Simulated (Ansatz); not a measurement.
**LiS+ (quintet): wave-function methods side by side, cc-pVDZ**

An exercise on one series of results from a longer session: the logs are not shown, and one member is left open.

Method: cc-pVDZ, core rule «outside noble gas», up to 6 orbitals frozen; program: Ansatz 0.2.0, Gaussian basis.

The runs, in order: UHF; CCSD(T) on ROHF; CCSD(T) on UHF; BCCD(T) on ROHF; CISD as a restricted active space (open shells left free, so some higher excitations enter); CCSDT(Q) on ROHF; CCSDT(Q) on UHF; CISDTQ; Full CI.

18 further runs of the same task are left out: 6 for a known fault of the program, 3 that didn't finish, 9 set aside as unsound or not needed. Runs told in other sessions of the task aren't counted.

### The system

The geometry is a PBE0/def2-TZVP stationary point (not a proven minimum) of the parent state, kept for this charge and spin.

2 atoms, charge 1, spin multiplicity 5.

Atoms are counted from 1 here; the program's logs count them from 0.

Bond lengths: S1–Li2 2.449 Å.

The first run:

Contents of in.yaml:

```yaml
crystal:
  periodic: [false, false, false]
  atoms:
    - {symbol: S, position_ang: [0.000000, 0.000000, 0.000000]}
    - {symbol: Li, position_ang: [0.000000, 0.000000, 2.448900]}
basis:
  gaussian: {orbitals: cc-pVDZ}
total_charge: 1
magnetization: {spin_polarized: true, initial_magnetization: 4}
hamiltonian: {xc: hf}
output: {orbitals: {seedname: orbitals}}
```

Command:

```bash
> ansatz run in.yaml --threads 1 --pin off --events-out ev --progress --plain --max-ram 2393MiB
```

Among the steps run: UHF; CCSD(T) on ROHF; CCSD(T) on UHF; BCCD(T) on ROHF; CISD as a restricted active space (open shells left free, so some higher excitations enter); CCSDT(Q) on ROHF; CCSDT(Q) on UHF; CISDTQ; Full CI.

One of the session's tables, all rows but one given; the rest of the session is left out.

It belongs to the step «Misses and costs». 

| method | from FCI (kJ/mol) |
| --- | --- |
| ROHF | +246.7 |
| UHF | +245.8 |
| RMP2 | +54.3 |
| UMP2 | +54.0 |
| CISD | +6.9 |
| RCCSD | +4.1 |
| UCCSD | +4.1 |
| RCCSD(T) | +1.0 |
| UCCSD(T) | +1.0 |
| BCCD(T) | +1.0 |
| RCCSDT | ? |
| UCCSDT | +0.2 |
| CISDTQ | 0.0 |
| RCCSDT(Q) | 0.0 |
| UCCSDT(Q) | 0.0 |
| FCI | 0 |

Q: Estimate the row for RCCSDT from the others.

The run gave: from FCI (kJ/mol): +0.3. In the column «from FCI (kJ/mol)» it lies between UCCSDT (+0.2) and RCCSD(T) (+1.0).

Caveats from the session: Levels on UHF freeze UHF's core orbitals, full CI those of ROHF, so the U rows can settle a little off it for that reason alone. Restricted and unrestricted rows rest on different reference determinants; a gap between their highest levels can come from leftover correlation error, from unlike frozen cores or from another state.
